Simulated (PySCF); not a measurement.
hydrogen cyanide (CHN), SMILES N#C.

Geometry: ωB97X-D3(BJ)/def2-TZVPD.

These are TDDFT-PBE/def2-TZVPD in PySCF 2.14.0 values and carry that method's errors.

Vertical excitations; the highest root listed may be one member of a degenerate set.  State labels are in the subgroup C2v.

```
state  symmetry  energy (eV)  λ (nm)      f                                 main pairs
-----  --------  -----------  ------  -----  -----------------------------------------
S1           A2         8.09     153  0.000         HOMO→LUMO 50 %, HOMO−1→LUMO+1 50 %
S2           A1         8.36     148  0.000  HOMO−1→LUMO, HOMO→LUMO+1 (degenerate set)
S3           A2         8.36     148  0.000  HOMO−1→LUMO+1, HOMO→LUMO (degenerate set)
S4           B1         8.86     140  0.013               HOMO−2→LUMO (degenerate set)
S5           B2         8.86     140  0.013             HOMO−2→LUMO+1 (degenerate set)
S6           B1         9.08     137  0.017             HOMO−1→LUMO+2 (degenerate set)
S7           B2         9.08     137  0.017               HOMO→LUMO+2 (degenerate set)
S8           A1         9.12     136  0.009                         HOMO−2→LUMO+2 98 %
S9           A1         9.86     126  0.037                         HOMO−2→LUMO+3 99 %
S10          B1         9.88     125  0.085                         HOMO−1→LUMO+3 99 %
T1           A1         6.52     190      0         HOMO−1→LUMO 49 %, HOMO→LUMO+1 49 %
T2           A2         7.07     175      0  HOMO→LUMO, HOMO−1→LUMO+1 (degenerate set)
T3           A1         7.07     175      0  HOMO→LUMO+1, HOMO−1→LUMO (degenerate set)
T4           B1         7.43     167      0                           HOMO−2→LUMO 99 %
```
Triplets are in the Tamm–Dancoff approximation, which puts them higher than full response would, so one can lie above its singlet here.
